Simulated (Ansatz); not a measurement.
Geometry optimisation, Ansatz 0.2.0, RKS PBE-D4/def2-SVP.

Input:

```yaml
crystal:
  periodic: [false, false, false]
  atoms:
    - { symbol: Si, position_ang: [0.0, 0.0, 0.0] }
    - { symbol: Cl, position_ang: [0.0, 0.0, 2.48] }
    - { symbol: H, position_ang: [1.3768, 0.0, -0.4862] }
    - { symbol: H, position_ang: [-0.6877, 1.1914, -0.4862] }
    - { symbol: H, position_ang: [-0.6877, -1.1914, -0.4862] }
    - { symbol: H, position_ang: [-1.6702, 0.0, 0.555] }
    - { symbol: H, position_ang: [-1.4379, 0.0, 1.5063] }
basis:
  gaussian: { orbitals: def2-SVP }
hamiltonian:
  xc: pbe
  dispersion: d4
relax:
  f_tol: 0.15
  max_steps: 25
  restrain:
    - { distance: [0, 5], at: 1.46, k: 30.0 }
    - { distance: [6, 1], at: 1.37, k: 30.0 }
    - { distance: [0, 1], at: 3.33, k: 30.0 }
    - { distance: [6, 5], at: 1.86, k: 30.0 }
output:
  orbitals: {}
```

Launched with:

```bash
$ ansatz run input.yaml --threads 1 --pin off --max-ram 2048MiB --backend cpu --events-out ev --progress --plain --runs-dir out
```

Problem. Where does it end, and by what steps?

Solution. It converged. The restraints hold the end off the free minimum. After 7 steps the energy has fallen by 1.570 eV (the restraints' own energy left out); H7 moved furthest, 0.93 Å. Joined: Cl2–H7 (1.74 → 1.34 Å).

```
step  energy less start (eV)  largest force component (eV/Å)  accepted
   0                  0.0000                           2.557       yes
   1                  1.1343                           2.761       yes
   2                  1.3133                           2.601       yes
   3                  0.4981                           2.359       yes
   4                 -0.4872                           1.535       yes
   5                 -1.1599                           1.176       yes
   6                 -1.4857                           1.221       yes
   7                 -1.5704                           0.990       yes
```

```xyz
7
Properties=species:S:1:pos:R:3
Si -0.395 0.000 -0.415
Cl 0.084 0.000 2.896
H 0.974 0.000 0.183
H -0.558 1.227 -1.270
H -0.558 -1.227 -1.270
H -1.500 0.000 0.564
H -1.154 0.000 2.394
```

Time of the run: 11 s on 1 thread of Arm Neoverse V1 (shared host), peak memory 0.11 GiB.
